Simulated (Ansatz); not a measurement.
# Property card for Ta$_{3}$N$_{5}$

Computed with DFT PBEsol, scalar-relativistic, plane waves, PAW (Ansatz 0.2.0).

Plane waves to 420 eV, a k mesh through Γ of 8×8×4 on the computed 16-atom cell and Gaussian smearing (0.02 eV); no spin polarisation.

The structure is relaxed at this level of theory with its symmetry kept. Whether it is the stable form of this composition wasn't checked.

```cif
data_structure
_symmetry_space_group_name_H-M 'P 1'
_symmetry_Int_Tables_number 1
_cell_length_a 5.4636
_cell_length_b 5.4636
_cell_length_c 10.2378
_cell_angle_alpha 90.000
_cell_angle_beta 90.000
_cell_angle_gamma 138.429
_cell_volume 202.79
loop_
_atom_site_label
_atom_site_type_symbol
_atom_site_fract_x
_atom_site_fract_y
_atom_site_fract_z
_atom_site_occupancy
Ta1 Ta 0.80122 0.19878 0.25000 1
Ta2 Ta 0.19878 0.80122 0.75000 1
Ta3 Ta 0.86629 0.13371 0.55930 1
Ta4 Ta 0.13371 0.86629 0.05930 1
Ta5 Ta 0.13371 0.86629 0.44070 1
Ta6 Ta 0.86629 0.13371 0.94070 1
N1 N 0.23585 0.76415 0.25000 1
N2 N 0.76415 0.23585 0.75000 1
N3 N 0.95300 0.04700 0.11992 1
N4 N 0.04700 0.95300 0.61992 1
N5 N 0.04700 0.95300 0.88008 1
N6 N 0.95300 0.04700 0.38008 1
N7 N 0.69130 0.30870 0.07330 1
N8 N 0.30870 0.69130 0.57330 1
N9 N 0.30870 0.69130 0.92670 1
N10 N 0.69130 0.30870 0.42670 1
```

Question: Formation energy from the elements' standard states (uncorrected)?

Answer: -1.148 eV/atom.

Question: Kohn–Sham band gap?

Answer: 1.15 eV, indirect from (0.135, 0.135, 0.000) to Y.

Question: Löwdin character of the top 1 eV of the valence band?

Answer: N 2p 87 %, Ta 5d 9 %.

Question: Löwdin character of the lowest 1 eV of the conduction band?

Answer: Ta 5d 82 %, N 2p 13 %.

Question: Electron masses at the edge by Cartesian direction of the standard setting (m_e; degenerate bands sorted by energy; no spin-orbit coupling)?

Answer: x: 0.18; y: 2.4; z: 0.61.

Question: Hole masses at the edge by Cartesian direction of the standard setting (m_e; degenerate bands sorted by energy; no spin-orbit coupling)?

Answer: x: 0.69; y: 0.55; z: 0.41.

Question: Bulk modulus?

Answer: 252 GPa.

Question: Its pressure derivative?

Answer: 4.2.

Question: Electronic dielectric constant xx, yy, zz of the standard setting (independent particles)?

Answer: 11.5, 11.4, 11.0.

Spin-orbit coupling is left out, which matters for the bands of heavy elements.

Cost: 12 runs of about 120 core-minutes in all, on Arm Neoverse V2 (shared hosts).